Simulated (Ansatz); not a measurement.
Other spins and charges of HCN, singlet at one geometry

Geometry (PBE0/def2-TZVP stationary point for this spin, not checked as a minimum):

```yaml
atoms:
  - { symbol: N, position_ang: [0.0000, 0.0000, 1.1200] }
  - { symbol: C, position_ang: [0.0000, 0.0000, -0.0256] }
  - { symbol: H, position_ang: [0.0000, 0.0000, -1.0944] }
```

Basis 6-31G; Ansatz 0.2.0. Correlated methods freeze the noble-gas cores. Prefix R: restricted or restricted open-shell reference; prefix U: unrestricted. Active spaces: valence = (10e, 9o) chosen from the atoms' valence shells.

Gaps are energies of the second state less the first, at fixed atoms, for a selection of the levels run; each method lands on the state that its own search finds for that charge and spin.

Unrestricted rows (U, and Kohn–Sham where it breaks symmetry) aren't spin-pure: their determinants' ⟨S²⟩ exceeds S(S+1) by up to 0.42, so they mix in states of higher spin. HF rows: UHF is the lowest solution found. Coupled cluster chose its determinant by a search with trial CCSD, here up to 0.38 eV above the lowest Hartree–Fock solution of its kind, and MP2 stands on that determinant too. A value is left out where its run failed or describes another state than the reference as far as symmetry and spin tell, or, spin-broken singlets apart, can't be checked.

Removing an electron, to the doublet: 13.017 eV at full CI (singlet A1, doublet ion A1, in C2v).

```csv
level,gap (eV),error (meV),⟨S²⟩ where 0.1 over S(S+1) (first / second)
UHF,12.229,-788,– / 1.17
RMP2,13.379,362,– / –
UMP2,14.000,983,– / 1.17
RCCSD,13.016,-1,– / –
UCCSD,13.012,-5,– / 1.17
RCCSD(T),13.022,5,– / –
UCCSD(T),13.051,34,– / 1.17
BCCD(T),13.026,9,– / –
RCCSDT,13.006,-11,– / –
UCCSDT,13.007,-10,– / 1.17
CISDTQ,13.064,47,– / –
RCCSDT(Q),13.018,1,– / –
UCCSDT(Q),13.020,3,– / 1.17
RCCSDTQ,13.017,0,– / –
UCCSDTQ,13.017,0,– / 1.17
CASSCF (valence space),12.449,-568,– / –
NEVPT2 (valence space),12.895,-122,– / –
MRCISD (valence space),12.994,-23,– / –
MRCISD+Q (valence space),13.017,0,– / –
r2SCAN,13.769,752,– / –
PBE0,13.790,773,– / –
```

In so small a basis the reference is far from its limit while semilocal and hybrid functionals are nearer theirs, so the functionals' errors here hold much of the reference's basis and frozen-core error, which can add to them or hide them. The set has no polarisation functions, which weighs most on the reference.

Full CI is exact within this basis and frozen core; it isn't the basis-set limit. The frozen core follows each run's orbitals, which can shift R against U totals by a few meV.
